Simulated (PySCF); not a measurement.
## Exact simulation of a proton spin system

Molecule: SMILES OCC(F)(F)F, C$_{2}$H$_{3}$F$_{3}$O.

Bonds (- single, = double, # triple, : aromatic): O1-C2 1.391 Å, C2-C3 1.532 Å, C3-F4 1.346 Å, C3-F5 1.340 Å, C3-F6 1.334 Å. O1 carries H7; C2 carries H8, H9.

Computed data (PySCF 2.14): geometry: GFN2-xTB, B3LYP/pcJ-1 coupling constants, σ from GIAO-PBE0/pcSseg-1. Non-relativistic, gas phase, single conformer, one averaged value for each set of equivalent atoms.

Shifts are taken against calculated references (same method and geometry level): TMS for 1H.

Shifts (ppm): F4/F5/F6 -95.8, H8/H9 4.22.
Couplings (Hz): F4–F5, F4–F6, F5–F6: 68.3; F4–H8, F4–H9, F5–H8, F5–H9, F6–H8, F6–H9: 7.8; H8–H9: -12.8.

The 5-spin Hamiltonian (Zeeman plus full scalar coupling among like nuclei) was diagonalised exactly; lines are Lorentzian, 0.7 Hz wide, and the maxima above 3 % are listed with the tallest set to 100.

Task: Give the 1H peak list of this spin system at 100 MHz.

Result: 
```
   Hz    ppm  height
433.7  4.337      33
425.9  4.259     100
418.1  4.181     100
410.3  4.103      33
```

Task: And at 800 MHz?

Result: 
```
    Hz    ppm  height
3387.7  4.235      33
3379.9  4.225     100
3372.1  4.215     100
3364.3  4.205      33
```

OH/NH shifts are gas-phase values; hydrogen bonding in solution moves them, usually downfield.
